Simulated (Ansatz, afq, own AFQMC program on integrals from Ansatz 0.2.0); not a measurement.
**BH₃Br, doublet: AFQMC among the cluster methods**

```xyz
5

Br   -0.4796    0.0000    0.0000
H     1.3364    0.0000    0.0000
B     2.8024    0.0000    0.0000
H     3.3115    0.0000    1.0770
H     3.3115    0.0000   -1.0770
```

Connectivity, by distances: Br ··· BH2, 1 bridging H.

Basis cc-pVTZ. Noble-gas cores (and the filled d shells of Ga–Kr and In–Xe) are frozen. Integrals, coupled cluster, full CI and functionals: Ansatz 0.2.0; the random walks run on the same integrals in our own AFQMC program. ph-AFQMC/CISD is guided by a CISD state made of CCSD amplitudes; releasing the constraint for a short imaginary time cuts its bias at the price of noise, slowly where states lie close. ± is one standard error of the sampling. No spin–orbit coupling.

Determinant: UHF, the one that the program's search chose, which needn't be the lowest solution. The geometry is a point of a scan.

No full CI on the walks' own integrals is used here. The released AFQMC energy serves as the reference, which it does only where one determinant dominates, the energy is flat over the last release times and near the phaseless one (40 meV or 2 meV an electron, half that with transition metals). On small molecules, where full CI could be run and the noise was under 10 meV, such values lay within 10 meV of it in 19 cases of 20, a flattering rate, since the rule was set on those same cases; what remains of the bias isn't in the error bar.

Cautions: no relativity below Rb; no spin-orbit coupling; inner d shell frozen; the released value is read at 1.62 1/Eh, later times being too noisy (meV from the phaseless value at times in 1/Eh: -8 ± 5 at 0.24, -15 ± 5 at 0.51, -14 ± 5 at 0.99, -18 ± 6 at 1.62, -23 ± 11 at 2.40).

```
T1 diagnostic                               : 0.0136
weight of the determinant in the CISD state : 0.870
⟨S²⟩ of the determinant                     : 0.787
size of the correlated space                : 13 electrons in 100 orbitals
```

```json
{"level": "MP2", "correlation energy (eV)": "-7.1469"}
{"level": "CCSD", "correlation energy (eV)": "-8.2311"}
{"level": "CCSD(T)", "correlation energy (eV)": "-8.4927"}
```

(1) Estimate where phaseless AFQMC with a CISD trial lies against CCSD(T) on the same integrals.

(1) 0.42 ± 0.12 kcal/mol below CCSD(T).

Reference: AFQMC with the constraint released, correlation energy -8.529 ± 0.006 eV.

| level | E − E(reference) (kcal/mol) | share of correlation (%) |
| --- | --- | --- |
| CCSD(T) | 0.83 ± 0.14 | 99.58 |
| ph-AFQMC/CISD | 0.41 ± 0.18 | 99.79 |

A walk keeps the symmetry of its determinant, which the program's search chose and which needn't be the lowest solution, so a lower state of the same spin and another symmetry isn't excluded. Released energies are given only where the last usable release times agree within the noise; a slower fall can still hide under it.
